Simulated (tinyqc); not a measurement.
Worked calculation (part 3 of 3): UHF in the sto-3g basis, for BH, spin multiplicity 3. This run ends on a higher stationary point, not on the lowest solution. Computed by tinyqc, a small Python program that keeps every step (integrals from PySCF). Command: `OMP_NUM_THREADS=1 python tinyqc.py 31315 31316 out.jsonl` (the two numbers bound the seeds that draw the settings). One thread of a shared host (Intel(R) Xeon(R) Processor @ 2.60GHz), about 0.09 s of CPU time with the checks.

Geometry (angstrom):
```
atom       x       y       z
B     0.0000  0.0000  0.0000
H     0.0000  0.0000  2.3570
```

## Iteration 13 (converged): orbitals

converged F(alpha) (hartree), order 1B 1s, 1B 2s, 1B 2px, 1B 2py, 1B 2pz, 2H 1s:
$$\begin{pmatrix}
-7.3615 & -2.1699 & 0.0000 & 0.0000 & -0.0002 & -0.0382 \\
-2.1699 & -1.1176 & 0.0000 & 0.0000 & 0.0814 & -0.1231 \\
0.0000 & 0.0000 & -0.2298 & 0.1321 & 0.0000 & 0.0000 \\
0.0000 & 0.0000 & 0.1321 & 0.1852 & 0.0000 & 0.0000 \\
-0.0002 & 0.0814 & 0.0000 & 0.0000 & -0.0426 & -0.1812 \\
-0.0382 & -0.1231 & 0.0000 & 0.0000 & -0.1812 & -0.0434
\end{pmatrix}$$

converged F(beta) (hartree), order 1B 1s, 1B 2s, 1B 2px, 1B 2py, 1B 2pz, 2H 1s:
$$\begin{pmatrix}
-7.2922 & -2.1350 & 0.0000 & 0.0000 & 0.0004 & -0.0343 \\
-2.1350 & -0.6401 & 0.0000 & 0.0000 & -0.0858 & -0.1647 \\
0.0000 & 0.0000 & 0.4017 & -0.0170 & 0.0000 & 0.0000 \\
0.0000 & 0.0000 & -0.0170 & 0.3483 & 0.0000 & 0.0000 \\
0.0004 & -0.0858 & 0.0000 & 0.0000 & 0.3378 & -0.1223 \\
-0.0343 & -0.1647 & 0.0000 & 0.0000 & -0.1223 & -0.1245
\end{pmatrix}$$

X, order 1B 1s, 1B 2s, 1B 2px, 1B 2py, 1B 2pz, 2H 1s:
$$\begin{pmatrix}
-0.7745 & 0.2883 & 0.0000 & 0.0000 & -0.2591 & 0.5733 \\
0.8277 & -0.1169 & 0.0000 & 0.0000 & -0.1223 & 0.6115 \\
0.0000 & 0.0000 & 0.9115 & -0.4113 & 0.0000 & 0.0000 \\
0.0000 & 0.0000 & 0.4113 & 0.9115 & 0.0000 & 0.0000 \\
0.1375 & 0.7396 & 0.0000 & 0.0000 & 0.6623 & 0.1082 \\
-0.3112 & -0.7017 & 0.0000 & 0.0000 & 0.6121 & 0.2477
\end{pmatrix}$$

Diagonalise F' = X^T F X, C = X C', fill 4 alpha and 2 beta electrons from the bottom; D(s) = C_occ C_occ^T. Each column has its largest component positive (the first on a tie).

F' = X^T F X (alpha) (hartree):
$$\begin{pmatrix}
-2.3251 & 1.1812 & 0.0000 & 0.0000 & -1.0864 & 2.7298 \\
1.1812 & -0.3564 & 0.0000 & 0.0000 & 0.5155 & -1.2844 \\
0.0000 & 0.0000 & -0.0606 & 0.2429 & 0.0000 & 0.0000 \\
0.0000 & 0.0000 & 0.2429 & 0.0160 & 0.0000 & 0.0000 \\
-1.0864 & 0.5155 & 0.0000 & 0.0000 & -0.8128 & 1.6000 \\
2.7298 & -1.2844 & 0.0000 & 0.0000 & 1.6000 & -4.4089
\end{pmatrix}$$

orbital energies (alpha) (hartree): MO1 -7.3671, MO2 -0.5343, MO3 -0.2682, MO4 -0.1987, MO5 0.1969, MO6 0.2236

coefficients C (alpha), order 1B 1s, 1B 2s, 1B 2px, 1B 2py, 1B 2pz, 2H 1s:
$$\begin{pmatrix}
0.9916 & -0.3015 & 0.0000 & 0.0039 & 0.0666 & 0.0000 \\
0.0296 & 1.0143 & 0.0000 & -0.0249 & -0.2398 & 0.0000 \\
0.0000 & 0.0000 & 0.9601 & 0.0000 & 0.0000 & 0.2796 \\
0.0000 & 0.0000 & -0.2796 & 0.0000 & 0.0000 & 0.9601 \\
-0.0002 & -0.1452 & 0.0000 & 0.6734 & -0.7361 & 0.0000 \\
-0.0014 & 0.0987 & 0.0000 & 0.6607 & 0.7609 & 0.0000
\end{pmatrix}$$

F' = X^T F X (beta) (hartree):
$$\begin{pmatrix}
-2.0217 & 1.0571 & 0.0000 & 0.0000 & -1.1954 & 2.9216 \\
1.0571 & -0.2186 & 0.0000 & 0.0000 & 0.7664 & -1.3079 \\
0.0000 & 0.0000 & 0.3800 & -0.0312 & 0.0000 & 0.0000 \\
0.0000 & 0.0000 & -0.0312 & 0.3701 & 0.0000 & 0.0000 \\
-1.1954 & 0.7664 & 0.0000 & 0.0000 & -0.5827 & 1.4961 \\
2.9216 & -1.3079 & 0.0000 & 0.0000 & 1.4961 & -4.2139
\end{pmatrix}$$

orbital energies (beta) (hartree): MO1 -7.2965, MO2 -0.2454, MO3 0.1085, MO4 0.3434, MO5 0.3966, MO6 0.4067

coefficients C (beta), order 1B 1s, 1B 2s, 1B 2px, 1B 2py, 1B 2pz, 2H 1s:
$$\begin{pmatrix}
0.9929 & -0.1651 & -0.2553 & 0.0000 & 0.0226 & 0.0000 \\
0.0254 & 0.5502 & 0.8827 & 0.0000 & -0.0726 & 0.0000 \\
0.0000 & 0.0000 & 0.0000 & 0.2796 & 0.0000 & 0.9601 \\
0.0000 & 0.0000 & 0.0000 & 0.9601 & 0.0000 & -0.2796 \\
0.0004 & 0.1990 & -0.0287 & 0.0000 & 0.9879 & 0.0000 \\
-0.0015 & 0.7533 & -0.6063 & 0.0000 & -0.3005 & 0.0000
\end{pmatrix}$$

D(alpha) after iteration 13, order 1B 1s, 1B 2s, 1B 2px, 1B 2py, 1B 2pz, 2H 1s:
$$\begin{pmatrix}
1.0743 & -0.2766 & 0.0000 & 0.0000 & 0.0462 & -0.0285 \\
-0.2766 & 1.0302 & 0.0000 & 0.0000 & -0.1640 & 0.0836 \\
0.0000 & 0.0000 & 0.9218 & -0.2685 & 0.0000 & 0.0000 \\
0.0000 & 0.0000 & -0.2685 & 0.0782 & 0.0000 & 0.0000 \\
0.0462 & -0.1640 & 0.0000 & 0.0000 & 0.4746 & 0.4306 \\
-0.0285 & 0.0836 & 0.0000 & 0.0000 & 0.4306 & 0.4462
\end{pmatrix}$$

D(beta) after iteration 13, order 1B 1s, 1B 2s, 1B 2px, 1B 2py, 1B 2pz, 2H 1s:
$$\begin{pmatrix}
1.0130 & -0.0656 & 0.0000 & 0.0000 & -0.0325 & -0.1258 \\
-0.0656 & 0.3034 & 0.0000 & 0.0000 & 0.1095 & 0.4144 \\
0.0000 & 0.0000 & 0.0000 & 0.0000 & 0.0000 & 0.0000 \\
0.0000 & 0.0000 & 0.0000 & 0.0000 & 0.0000 & 0.0000 \\
-0.0325 & 0.1095 & 0.0000 & 0.0000 & 0.0396 & 0.1499 \\
-0.1258 & 0.4144 & 0.0000 & 0.0000 & 0.1499 & 0.5674
\end{pmatrix}$$

## Convergence

Stop when the energy changes by less than 1e-10 hartree and every element of the error matrix X^T (F D S - S D F) X (for each spin) is below 3e-06.

Course of the cycle:
```
iteration  E (hartree)     change  largest element of the error matrix
1           -24.077056          -                             8.33e-02
2           -24.317665  -2.41e-01                             1.10e-01
3           -24.458346  -1.41e-01                             6.59e-02
4           -24.489822  -3.15e-02                             6.14e-02
5           -24.477831   1.20e-02                             5.51e-02
6           -24.486559  -8.73e-03                             2.06e-02
7           -24.486538   2.07e-05                             2.08e-02
8           -24.488142  -1.60e-03                             1.31e-03
9           -24.488137   4.78e-06                             2.39e-04
10          -24.488137  -1.32e-07                             8.21e-05
11          -24.488137   3.58e-08                             4.20e-06
12          -24.488137  -1.68e-10                             2.55e-07
13          -24.488137   1.10e-13                             9.09e-10
```

PySCF UHF in the same basis, after a stability check = -24.617508 hartree

Converged in 13 iterations. But the solution lies 0.12937 hartree above the reference: it is another stationary point, not the lowest one. Reruns (cap 100 unless said): DIIS 8: converged in 13 to a higher stationary point; damping 0.5: not converged; level shift 0.5: not converged; atomic densities as start, DIIS 8: converged in 12.

## Populations, bond orders and dipole

overlap S, order 1B 1s, 1B 2s, 1B 2px, 1B 2py, 1B 2pz, 2H 1s:
$$\begin{pmatrix}
1.0000 & 0.2693 & 0.0000 & 0.0000 & 0.0000 & 0.0044 \\
0.2693 & 1.0000 & 0.0000 & 0.0000 & 0.0000 & 0.0907 \\
0.0000 & 0.0000 & 1.0000 & 0.0000 & 0.0000 & 0.0000 \\
0.0000 & 0.0000 & 0.0000 & 1.0000 & 0.0000 & 0.0000 \\
0.0000 & 0.0000 & 0.0000 & 0.0000 & 1.0000 & 0.1264 \\
0.0044 & 0.0907 & 0.0000 & 0.0000 & 0.1264 & 1.0000
\end{pmatrix}$$

Mulliken: Z minus the diagonal of D S on the atom; Loewdin: the same with S^(1/2) D S^(1/2); Mayer order: 2 sum_s sum (D(s) S)_ij (D(s) S)_ji over the two atoms.

Charges (e):
```
atom  Mulliken  Loewdin  Mulliken spin
1B      0.1314   0.1310         2.1153
2H     -0.1314  -0.1310        -0.1153
```

Mayer bond orders:
```
pair   order
2-1   0.9694
```

dipole moment about the origin, x y z (debye): [0.0000, 0.0000, -1.5086]

<S^2> of the determinant (pure state: 2) = 2.0754
